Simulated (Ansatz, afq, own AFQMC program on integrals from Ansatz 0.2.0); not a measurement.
Atomization energy of BSiH$_{2}$, quartet

```xyz
4

Si    0.0000    0.0000    0.6500
B     0.0000    0.0000   -1.3428
H     0.0000   -1.0760   -1.8539
H     0.0000    1.0760   -1.8539
```

Connectivity, by distances: Si–BH2.

Atoms in their ground-state spins without spin–orbit coupling (mostly on UHF) minus the molecule (UHF), without zero-point energy. The geometry is a stationary point, not shown to be a minimum.

Basis cc-pVDZ. Noble-gas cores (and the filled d shells of Ga–Kr and In–Xe) are frozen. AFQMC by an in-house program on the Cholesky factors that Ansatz 0.2.0 writes for its CCSD(T) run. ph-AFQMC/CISD is guided by a CISD state made of CCSD amplitudes; releasing the constraint for a short imaginary time cuts its bias at the price of noise, slowly where states lie close. Uncertainties: one standard error, sampling alone. The errors of all members are added in quadrature.

No full CI on the walks' own integrals is used here; CCSDT(Q) serves as the reference and is uncertain by about the last step of the cluster series. Each member takes its own surest rung, up to full CI.

The best estimate is CCSD(T) at the basis-set limit (CBS: def2-TZVPP and def2-QZVPP, with their diffuse functions for anions and beside diffuse sets, CCSD(T) itself extrapolated) plus the step from CCSD(T) to CCSDT(Q) in cc-pVDZ. Rows without CBS are in cc-pVDZ; B2PLYP and the wave-function rows carry a basis error of their own. Core correlation and relativity beyond core potentials are missing, and ± holds the sampling alone.

Cautions: BSiH₂ (quartet): lower spins were not checked, its ph-AFQMC/CISD value lies 28 ± 9 meV above CCSDT(Q).

```csv
level,atomization energy (kJ/mol)
HF,735.9
CCSD,855.3
MP2,873.9
```

Question: From these cheaper values, estimate the atomization energy at the level of the best estimate.

Answer: 939.2 kJ/mol (best estimate, highest rung CCSDT(Q)).

```tsv
level	atomization energy (kJ/mol)	error against the best estimate (kJ/mol)
CCSD(T)	865.7	-73.6
ph-AFQMC/CISD	866.2 ± 0.9	-73.1 ± 0.9
released AFQMC	869.6 ± 1.2	-69.6 ± 1.2
HF/CBS	753.4	-185.8
MP2/CBS	939.8	0.6
CCSD(T)/CBS	936.7	-2.5
surest rungs in cc-pVDZ	868.2	-71.1
```

Correlation beyond CCSD(T) adds 2.5 kJ/mol. Going to the basis-set limit adds 71.1 kJ/mol at CCSD(T). The perturbative (T) step is worth +10.3 kJ/mol.

Best estimates are given only where the step beyond CCSD(T) is under 0.3 eV and no member's determinant is very poor (T1 over 0.05, or 0.07 for open shells, ⟨S²⟩ too high by 0.3, two states mixed), so the hardest cases are missing from such tables.

Each member of a difference takes its own highest rung, so a best estimate needn't equal the limit plus the step of one row. A walk keeps the symmetry of its determinant, which the program's search chose and which needn't be the lowest solution, so a lower state of the same spin and another symmetry isn't excluded. Released energies are given only where the last usable release times agree within the noise; a slower fall can still hide under it.
